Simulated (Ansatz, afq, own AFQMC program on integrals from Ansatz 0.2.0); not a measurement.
## AlSiH, singlet: AFQMC among the cluster methods

```xyz
3

Si    0.0000   -0.0586    1.0331
Al    0.0000    0.0063   -1.1039
H     0.0000    1.4624    0.7620
```

Connectivity, by distances: SiH–Al.

Basis 6-31G. Only valence electrons are correlated. Integrals, coupled cluster, full CI and functionals: Ansatz 0.2.0; the random walks run on the same integrals in our own AFQMC program. ph-AFQMC/CISD is guided by a CISD state made of CCSD amplitudes; releasing the constraint for a short imaginary time cuts its bias at the price of noise, slowly where states lie close. Uncertainties: one standard error, sampling alone.

Determinant: RHF, the one that the program's search chose, which needn't be the lowest solution. The geometry is a point of a scan.

Full CI on the same integrals is exact in this basis and with this determinant's frozen core.

Cautions: another spin lies lower; restricted determinant unstable towards unrestricted (UHF 1.05 eV lower, ⟨S²⟩ 1.19); the search met a lower determinant of the same kind, perhaps of another symmetry (5 meV lower), and this one is a saddle point; strong correlation (T1 0.038, weight of the determinant 0.82, largest double 0.17); the released energies are still falling, so no released level is given (meV from the phaseless value at times in 1/Eh: -4 ± 4 at 0.24, -11 ± 3 at 0.51, -16.1 ± 2.5 at 0.99, -22.0 ± 1.9 at 1.62, -29.7 ± 2.3 at 2.40); CCSDTQ on the UHF determinant differs (211 meV lower), perhaps since the unrestricted series falls towards higher spin.

```
T1 diagnostic                               : 0.0382
weight of the determinant in the CISD state : 0.819
size of the correlated space                : 8 electrons in 18 orbitals
```

Reference: full CI, correlation energy -3.602 eV.

```csv
level,E − E(reference) (meV),share of correlation (%)
HF,3602.5,0.00
MP2,911.4,74.70
CCSD,195.5,94.57
CCSD(T),46.7,98.70
CCSDT,22.8,99.37
CCSDT(Q),1.6,99.96
CCSDTQ,1.9,99.95
ph-AFQMC/HF,166.4 ± 21.7,95.38
ph-AFQMC/CISD,45.5 ± 4.6,98.74
```

CCSDT and higher add their correlation energy to the determinant of the CCSD(T) run, since their own runs factorise the integrals more tightly (a shift of under 2 meV). A walk keeps the symmetry of its determinant, which the program's search chose and which needn't be the lowest solution, so a lower state of the same spin and another symmetry isn't excluded.
